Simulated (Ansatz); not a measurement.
Eight cases of atomisation energy of first-row species (electronic energies, kJ/mol), geometries: B3LYP-D3(BJ)/def2-TZVP. Functionals by Ansatz (a program for electronic structure) in def2-TZVPD; columns hold the difference against the high level (Ansatz, AFQMC by cisd_afqmc): A = CCSD(T)/CBS(cc-pVQZ,cc-pV5Z) + [CCSDT(Q) - CCSD(T)]/cc-pVDZ + core + X2C; B = CCSD(T)/CBS(cc-pVQZ,cc-pV5Z) + [CCSDT(Q) - CCSD(T)]/cc-pVTZ + core + X2C; C = CCSD(T)/CBS(cc-pVTZ,cc-pVQZ) + [CCSDT(Q) - CCSD(T)]/cc-pVDZ + core + X2C. The cases were drawn at random from those of this class that have a high level and all functionals, leaving out states under which another spin lies or may lie. Left out are anions, K, Ca, elements past Kr, ionisation of Li, Na and Mg, pi-pi* triplets of linear molecules and other triplets made from a closed-shell parent. Runs that doubt their state, and full CI more than 15 mEh from coupled cluster, are set aside; a case stays where another high level and all functionals remain. AFQMC serves as high level only in triple zeta or larger, with a steady walk, a bar under 0.8 kcal/mol and agreement with other high levels or trials where they ran; where none ran, an unstable determinant or (outside 3d species) a high T1 diagnostic also bars it, so strongly correlated cases are thinned. No case was kept or dropped by the size of a functional's miss. Each difference is the functional minus the high level; affinities count positive where energy is released, gaps as the second state minus the first. UHF or UKS for unpaired electrons; spin-orbit terms are left out. CBS(X,Y): correlation extrapolated as X^-3, Hartree-Fock from the larger set (Q,5: extrapolated as (X+1)exp(-9√X)). A bracket is a step between two methods taken in the basis named. Functionals run without relativity, which enters their misses. '+ core + X2C': CCSD(T) terms for core correlation (cc-pwCVTZ) and scalar relativity (cc-pVTZ-DK). Where a partner has so few electrons that a lower coupled-cluster level is exact, that level stands in. The restricted determinant of C2H2O2 (O=CC=O, singlet) is unstable towards broken spin symmetry in at least one set run. The UHF reference of C2H4B ([BH]C=C, doublet) is spin-contaminated (<S^2> up to 0.17 over the pure value in the sets run). The UHF reference of C2H4NO ([CH2]C(N)=O, doublet) is spin-contaminated (<S^2> up to 0.05 over the pure value in the sets run).

| case | level | value | PBE | r2SCAN | B3LYP |
|---|---|---|---|---|---|
| BN2H4 (SMILES N[B]N, doublet) | C | 2484.8 | 81.5 | 12.0 | 23.9 |
| BNH3F (SMILES NBF) | B | 2345.2 | 44.9 | -1.3 | 5.1 |
| C2H2O2 (SMILES O=CC=O) | A | 2658.8 | 112.7 | -1.5 | -23.1 |
| CH5BO2 (methylboronic acid, SMILES CB(O)O) | C | 3734.3 | 41.3 | -5.9 | -40.1 |
| CH3BF (SMILES C[B]F, doublet) | C | 2270.8 | 54.4 | 31.2 | -0.5 |
| C2H4B (SMILES [BH]C=C, doublet) | C | 2628.5 | 78.2 | 43.8 | 16.8 |
| CHF2 (SMILES F[CH]F, doublet) | A | 1378.0 | 77.0 | 24.0 | -3.3 |
| C2H4NO (SMILES NC(=O)[CH2], doublet) | C | 3192.7 | 125.3 | 24.0 | 2.0 |

Over these rows, PBE: mean +76.9, mean absolute 76.9, median absolute 77.6, largest +125.3; r2SCAN: mean +15.8, mean absolute 18.0, median absolute 18.0, largest +43.8; B3LYP: mean -2.4, mean absolute 14.4, median absolute 11.0, largest -40.1 kJ/mol. PBE lies above in 8 and below in 0 of the eight.
